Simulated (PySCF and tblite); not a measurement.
Results of a calculation; reference values are marked as such.
C₅H₈O, numbered as in [CH2:1]=[CH:2]/[CH:3]=[CH:4]/[O:5][CH3:6]. Search: ETKDG, MMFF94s, GFN2-xTB, 90 starts; geometries at GFN2-xTB. Free energies are r2SCAN-D3(BJ)/def2-TZVP single points with GFN2-xTB rigid-rotor and vibrational terms (modes under about 100 cm⁻¹ blended into free rotors). Symmetry numbers and mirror images are counted. Conformers within 2.5 kcal/mol (GFN2-xTB free energy) were kept, 6 at most. GIAO shieldings: PBE0/pcSseg-1. Shifts are against TMS (¹H), TMS (¹³C) at the same level. Run with PySCF (density fitting) and tblite.

Torsions listed: C1–C2–C3–C4, C3–C4–O5–C6.

| conformer | shape | point group | mirror pair | ΔE(DFT) | Δ(G−E) at 298.15 K | δ C3 (ppm) |
| --- | --- | --- | --- | --- | --- | --- |
| 1 | 180°, 0° | Cs | no | 0.00 | 0.00 | 110.1 |
| 2 | 180°, 180° | Cs | no | 1.84 | -0.69 | 117.9 |

Energies in kcal/mol; the thermal term leaves out symmetry numbers and mirror images.

Problem. Work out the weights at 298.15 K and the ¹³C shift of C3 under fast exchange.

Solution. RT = 0.592 kcal/mol. Each conformer gets RT ln(σ/g), with σ the rotational symmetry number and g = 2 for a mirror pair: 1: σ = 1, g = 1, G = 0.00 + 0.00 + 0.00 = 0.00, 0.00 above the lowest, exp(−ΔG/RT) = 1.000; 2: σ = 1, g = 1, G = 1.84 − 0.69 + 0.00 = 1.15, 1.15 above the lowest, exp(−ΔG/RT) = 0.144. The sum is 1.144, so the weights are 87.5, 12.5 %. The averaged shift is 111.1 ppm. At 298.15 K the leading conformer alone gives 110.1 ppm and bare DFT energies give 110.4 ppm.
